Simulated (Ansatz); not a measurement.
# BClH3Si: the cost of one run

Computed with Ansatz 0.2.0. Level: UHF-MP2, frozen core/def2-TZVP.

### 1 The system as given

SMILES `[SiH2]BCl`, 6 atoms, charge 0, spin multiplicity 2.

Atoms are counted from 1 here; the program's logs count them from 0.

Bond lengths: Si1–B2 1.950 Å, Si1–H4 1.501 Å, Si1–H5 1.501 Å, B2–Cl3 1.766 Å, B2–H6 1.215 Å. Angles: B2–Si1–H4 124.2°, B2–Si1–H5 123.1°, H4–Si1–H5 112.6°, Si1–B2–Cl3 120.8°, Si1–B2–H6 121.2°, Cl3–B2–H6 118.1°.

As a file:

```xyz
6
BClH3Si
Si   -0.68733    0.45959   -0.48035
B     0.76782   -0.33741    0.54483
Cl    0.97185   -2.08992    0.61139
H    -1.70147   -0.32649   -1.25860
H    -0.90981    1.94080   -0.57233
H     1.55893    0.35341    1.15505
```

This geometry comes from a loose relaxation at PBE in a small basis, which is not shown.

### 3 Plan of the scan

The axes are (1) bond length Si1–B2: 15 values from 1.667 to 2.714 Å; (2) angle Si1–B2–Cl3: 15 values from 85.3 to 155.3 °.

Nothing else is relaxed (all other coordinates rigid). Energies count from the relaxed molecule at the same level.

(The set-up runs are not shown.)

### 4 Point bond length Si1–B2 = 2.340 Å, angle Si1–B2–Cl3 = 85.3°

Input file input.yaml:

```yaml
crystal:
  periodic: [false, false, false]
  atoms:
    - { symbol: Si, position_ang: [-0.783622, -0.933288, -0.616574] }
    - { symbol: B, position_ang: [1.061278, -0.487669, 0.752136] }
    - { symbol: Cl, position_ang: [1.255702, -2.230431, 0.811679] }
    - { symbol: H, position_ang: [-1.20836, -2.292145, -0.991048] }
    - { symbol: H, position_ang: [-1.63052, 0.128604, -1.185002] }
    - { symbol: H, position_ang: [1.842005, 0.178057, 1.353915] }
magnetization:
  spin_polarized: true
  initial_magnetization: 1
basis:
  gaussian: { orbitals: def2-TZVP }
hamiltonian:
  xc: hf
output:
  forces: true
correlation:
  method: mp2
scf:
  omitted_lower_state_checks: [cluster_reference]
```

Started as:

```bash
> ansatz run input.yaml --threads 1 --pin off --max-ram 2560MiB --backend cpu --events-out ev --progress --plain --runs-dir out
```

**Question.** How long does this run take on 1 thread of AMD EPYC 7R43 (Zen 3), shared host, and how much memory does it need?

About 5.9 s, with a peak of 0.33 GiB.
